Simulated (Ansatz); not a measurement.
in.yaml

```yaml
crystal:
  periodic: [false, false, false]
  atoms:
    - {symbol: B, position_ang: [0.000000, -0.564500, 1.717940]}
    - {symbol: Si, position_ang: [0.000000, 0.370053, 0.040934]}
    - {symbol: N, position_ang: [0.000000, -0.439646, -1.417676]}
    - {symbol: H, position_ang: [0.000000, 1.852957, 0.133591]}
basis:
  gaussian: {orbitals: STO-3G}
total_charge: 1
magnetization: {spin_polarized: true, initial_magnetization: 4}
hamiltonian: {xc: {name: PBE}}
correlation: {method: ccsdt_q, electrons: outside_noble_gas}
output: {forces: true}
```

```sh
$ ansatz run in.yaml --threads 1 --pin off --events-out ev --progress --plain --max-ram 2393MiB
```

Output:

```
355 factors; integrals over basis functions are off by at most 2.5e-8 eV
mean field evaluation 1: about -9911.4409 eV, gradient 2.5e1 eV
mean field evaluation 2: about -9911.4209 eV, gradient 2.5e1 eV
mean field evaluation 4: about -9917.2493 eV, gradient 7.5e0 eV
mean field evaluation 8: about -9917.8063 eV, gradient 2.1e-1 eV
mean field evaluation 16: about -9917.8068 eV, gradient 1.7e-5 eV
mean field evaluation 32: about -9916.7868 eV, gradient 8.9e-1 eV
mean field evaluation 64: about -9917.8122 eV, gradient 1.3e-1 eV
mean field evaluation 96: about -9917.4865 eV, gradient 1.1e0 eV
mean field evaluation 128: about -9869.1085 eV, gradient 4.4e1 eV
mean field -9917.80679599 eV, -364.4726772218 hartree, gradient 4.2e-6 eV, S^2 6.001893; 11 other end points of the search recorded, 0 dependent functions left out
7 core orbitals not correlated: weight in the atoms' cores, before any rotation towards them, 0.999 or more for the frozen orbitals, at most 0.000 for the correlated occupied ones
reference -9900.65199278 eV, -363.8422498316 hartree; 8, 4 occupied and 5, 9 virtual orbitals, 355 factors
second order -2.04449977 eV of doubles, -0.47105094 eV of singles
cycle   1  -2.75027074 eV  change   -2.4e-1 eV  update   9.2e-2
...
cycle  24  -3.19998168 eV  change   -4.0e-6 eV  update   7.8e-6
cycle  25  -3.19998055 eV  change    1.1e-6 eV  update   6.7e-6
cycle  26  -3.19998476 eV  change   -4.2e-6 eV  update   5.7e-6
cycle  27  -3.19998873 eV  change   -4.0e-6 eV  update   4.2e-6
cycle  28  -3.19999161 eV  change   -2.9e-6 eV  update   2.9e-6
cycle  29  -3.19999257 eV  change   -9.6e-7 eV  update   1.8e-6
cycle  30  -3.19999278 eV  change   -2.1e-7 eV  update   1.3e-6
cycle  31  -3.19999293 eV  change   -1.5e-7 eV  update   8.2e-7
cycle  32  -3.19999281 eV  change    1.2e-7 eV  update   4.6e-7
cycle  33  -3.19999325 eV  change   -4.4e-7 eV  update   2.9e-7
perturbative correction -0.00629150 eV, -0.0002312085 hartree
the calculation of the forces begins
Total energy: -9903.85827753 eV, -363.9600786231 hartree
Atom 0 at     0.000000    -0.564500     1.717940 Å, force    -0.000000    -0.012429     0.021922 eV/Å
Atom 1 at     0.000000     0.370053     0.040934 Å, force     0.000000     4.042325     7.184122 eV/Å
Atom 2 at     0.000000    -0.439646    -1.417676 Å, force     0.000000    -3.667469    -6.979551 eV/Å
Atom 3 at     0.000000     1.852957     0.133591 Å, force     0.000000    -0.362427    -0.226493 eV/Å
Dipole moment:     0.000000     0.141663     0.609999 e Å
```

Forces (eV/Å):
```
B    0.000 -0.012  0.022
Si   0.000  4.042  7.184
N    0.000 -3.667 -6.980
H    0.000 -0.362 -0.226
```

Ran on 1 thread of Arm Neoverse V2, shared host: 13 s wall, 0.22 GiB peak host memory.
